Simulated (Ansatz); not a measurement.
Reaction (SMILES): C#N (CH-N) + H+ → C#[NH+]
B3LYP-D3(BJ)/def2-TZVP geometries, fixed; electronic energies without zero-point terms; positive where energy is released.

The proton affinity at MP2 with Ansatz (an electronic-structure program), in kcal/mol, split into its Hartree-Fock and correlation parts. Cores are frozen. The proton sits at the site shown, which need not be the one that binds it best. No added dispersion term, no relativity. Functions are those of the species that has most.

```tsv
basis	X	functions	Hartree-Fock	MP2
aug-cc-pVDZ	2	64	177.97	172.75
aug-cc-pVTZ	3	138	180.05	174.16
aug-cc-pVQZ	4	252	180.22	174.22
```

Worked estimate of the basis-set limit from each neighbouring pair, with Hartree-Fock from the larger set and the correlation part extrapolated as X^-3.
Correlation parts: X = 2: -5.22, X = 3: -5.89, X = 4: -6.00.
- (2,3): (27·(-5.89) - 8·(-5.22))/19 = -6.17; with Hartree-Fock 180.05 the estimate is 173.88 kcal/mol.
- (3,4): (64·(-6.00) - 27·(-5.89))/37 = -6.08; with Hartree-Fock 180.22 the estimate is 174.14 kcal/mol.
The last two estimates differ by 0.26 kcal/mol; the largest set lies 0.08 from the last. Over the last step Hartree-Fock moves by 0.17 and the correlation part by -0.11.
